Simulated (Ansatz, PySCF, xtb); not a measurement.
Homolysis of single bonds, series SiH2(OH)-X. Isolated molecules, 0 K electronic values unless said otherwise. One relaxed conformer stands for each flexible species; it need not be the lowest. Strings in code marks are SMILES.

Quantity: homolytic bond dissociation enthalpy at 298 K (no spin–orbit term), in kcal/mol. Enthalpy corrections at 298 K come from GFN2-xTB frequencies (xtb).

Level 1: PBE-D3(BJ)/def2-TZVP // PBE0-D4/def2-TZVP (PySCF)
Level 2: frozen-core MP2/def2-TZVPP // PBE0-D4/def2-TZVP (Ansatz, a first-principles code)
Level 3: B3LYP/3-21G // PBE0-D4/def2-TZVP (PySCF)
Level 4: PBE/6-31G* // PBE0-D4/def2-TZVP (PySCF)

```json
[
 {"species": "C–Si bond of `C[SiH2]O` (C–Si–O–H torsion 70°), giving `O[SiH2]` and `[CH3]`", "level 1": "90.2", "level 2": "94.0", "level 3": "___", "level 4": "___"},
 {"species": "O–Si bond of `O[SiH3]`, giving `[OH]` and `[SiH3]`", "level 1": "___", "level 2": "___", "level 3": "107.2", "level 4": "___"},
 {"species": "C–Si bond of `CC(=O)[SiH2]O` (O–C–Si–O torsion 0°, C–Si–O–H torsion 0°), giving `C[C]=O` and `O[SiH2]`", "level 1": "72.8", "level 2": "76.4", "level 3": "74.0", "level 4": "74.9"},
 {"species": "C–Si bond of `O=C[SiH2]O` (O–C–Si–O torsion 0°, C–Si–O–H torsion 0°), giving `O[SiH2]` and `[CH]=O`", "level 1": "___", "level 2": "74.6", "level 3": "___", "level 4": "74.0"},
 {"species": "C–Si bond of `CC[SiH2]O` (C–C–Si–O torsion -58°, C–Si–O–H torsion -73°), giving `O[SiH2]` and `[CH2]C`", "level 1": "84.5", "level 2": "90.6", "level 3": "84.7", "level 4": "84.7"},
 {"species": "C–C bond of `CC(=O)[SiH2]O` (O–C–Si–O torsion 0°, C–Si–O–H torsion 0°), giving `O=[C][SiH2]O` (O–C–Si–O torsion 145°, C–Si–O–H torsion 45°) and `[CH3]`", "level 1": "77.0", "level 2": "___", "level 3": "78.3", "level 4": "80.5"},
 {"species": "C–Si bond of `O=C(O)[SiH2]O`, giving `O=[C]O` (O–C–O–H torsion 0°) and `O[SiH2]`", "level 1": "83.9", "level 2": "89.2", "level 3": "87.0", "level 4": "85.9"},
 {"species": "O–Si bond of `O[SiH2]O` (H–O–Si–O torsion -66°, O–Si–O–H torsion -66°), giving `O[SiH2]` and `[OH]`", "level 1": "130.1", "level 2": "138.9", "level 3": "121.9", "level 4": "128.3"}
]
```

Task: Some entries are withheld; supply them.

Result: 
- C–Si bond of `C[SiH2]O` (C–Si–O–H torsion 70°), giving `O[SiH2]` and `[CH3]`, level 3: 89.4
- C–Si bond of `C[SiH2]O` (C–Si–O–H torsion 70°), giving `O[SiH2]` and `[CH3]`, level 4: 90.8
- O–Si bond of `O[SiH3]`, giving `[OH]` and `[SiH3]`, level 1: 120.4
- O–Si bond of `O[SiH3]`, giving `[OH]` and `[SiH3]`, level 2: 128.6
- O–Si bond of `O[SiH3]`, giving `[OH]` and `[SiH3]`, level 4: 116.6
- C–Si bond of `O=C[SiH2]O` (O–C–Si–O torsion 0°, C–Si–O–H torsion 0°), giving `O[SiH2]` and `[CH]=O`, level 1: 71.9
- C–Si bond of `O=C[SiH2]O` (O–C–Si–O torsion 0°, C–Si–O–H torsion 0°), giving `O[SiH2]` and `[CH]=O`, level 3: 72.4
- C–C bond of `CC(=O)[SiH2]O` (O–C–Si–O torsion 0°, C–Si–O–H torsion 0°), giving `O=[C][SiH2]O` (O–C–Si–O torsion 145°, C–Si–O–H torsion 45°) and `[CH3]`, level 2: 78.9
